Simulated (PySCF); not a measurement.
Input of a run (PBE0-D3(BJ)/def2-SVP geometry optimisation, gas phase (PySCF 2.14.0)), started from MMFF94s:
```
{"job": {"xc": "PBE0", "basis": "def2-SVP", "d3": "d3bj", "grid": 1, "kind": "geom"}, "charge": 0, "multiplicity": 1}
C      0.435408     2.394528     1.032743
C      0.237590     1.306616     0.563534
C     -0.006372    -0.035047    -0.015115
C     -1.325160    -0.595644     0.535468
C     -0.094428     0.077247    -1.543594
C      1.148571    -0.972065     0.365301
H      0.610906     3.359680     1.449005
H     -1.295963    -0.683715     1.628121
H     -1.535343    -1.590054     0.125665
H     -2.171179     0.055162     0.284069
H     -0.274908    -0.900950    -2.003510
H      0.832867     0.480246    -1.968110
H     -0.908917     0.745277    -1.848294
H      1.241150    -1.069751     1.453596
H      2.107720    -0.595963    -0.010302
H      0.998058    -1.975568    -0.048579
```

Output (energies in Eh, forces in Eh/bohr):
```
step   0  E = -234.14212167  max force = 0.027224
step   1  E = -234.14279647  max force = 0.004585
step   2  E = -234.14281619  max force = 0.000230
step   3  E = -234.14281662  max force = 0.000100
optimisation converged
```

Task: Summarise the run.

Result: The energy falls by 0.44 kcal/mol over 4 energy and gradient evaluations, the largest force component goes from 0.0272 to 1.0e-04 Eh/bohr, and the atoms move by 0.010 Å rms after alignment. The bond that changes most is C2–C3 (alkyne carbon to propargylic carbon), which shortens by 0.012 Å. Bonds longer at the end by more than 0.005 Å: 5 of 15; shorter: 1. The energy never rose by more than 1e-6 Eh on the way. The first step brought 97 % of the lowering.

Task: What are the final bond lengths?

Result: C1≡C2 1.212 Å, C2–C3 1.470 Å, C3–C4 1.536 Å, C3–C5 1.536 Å, C3–C6 1.536 Å, C1–H7 1.074 Å, C4–H8 1.100 Å, C4–H9 1.101 Å, C4–H10 1.100 Å, C5–H11 1.101 Å, C5–H12 1.100 Å, C5–H13 1.100 Å, C6–H14 1.100 Å, C6–H15 1.100 Å, C6–H16 1.101 Å. Numbering counts from 1 in the input's order; the species is `C#CC(C)(C)C`.

The run used 134 basis functions and 25 SCF cycles in all. On one thread of an x86-64 server, shared host, this took 33 s.

Whether it is a minimum is left open (no frequencies).
